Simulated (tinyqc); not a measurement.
Orbital energy against energy difference: ionisation energy by orbital energies and by energy differences in the cc-pvdz basis, for BH3, spin multiplicity 1. Computed by the program tinyqc with PySCF. 

Geometry (angstrom):
```
atom        x        y       z
B      0.0000   0.0000  0.0080
H      1.1570   0.0000  0.0000
H     -0.5780   1.0020  0.0000
H     -0.5780  -1.0020  0.0000
```

CCSD(T) difference in the same basis = 13.2798 eV

IP-EOM-CCSD = 13.2818 eV

The cation is unrestricted; errors are against CCSD(T) in this basis, not against experiment.

First vertical ionisation energy (eV):
```
method     -e(HOMO)  E(cation) - E  error of -e(HOMO)  error of the difference
HF          13.6556      12.547732             0.3759                  -0.7320
LDA          8.4272      13.091694            -4.8525                  -0.1881
PBE          8.4380      12.995333            -4.8418                  -0.2844
B3LYP        9.7185      13.234945            -3.5613                  -0.0448
PBE0         9.9386      13.156145            -3.3411                  -0.1236
CAM-B3LYP   11.4472      13.280231            -1.8326                 4.53e-04
LC-wPBE     12.9362      13.344002            -0.3436                   0.0642
```

Koopmans errs by +0.38 eV and Delta-HF by -0.73 eV: relaxation, 1.11 eV, lowers the value and the missing correlation difference works against it. The PBE level is off by -4.8 eV through the wrong tail of its potential, though its energy difference is off by -0.28 eV; exact exchange deepens the level, and among the orbital energies LC-wPBE comes closest; among the differences CAM-B3LYP does.
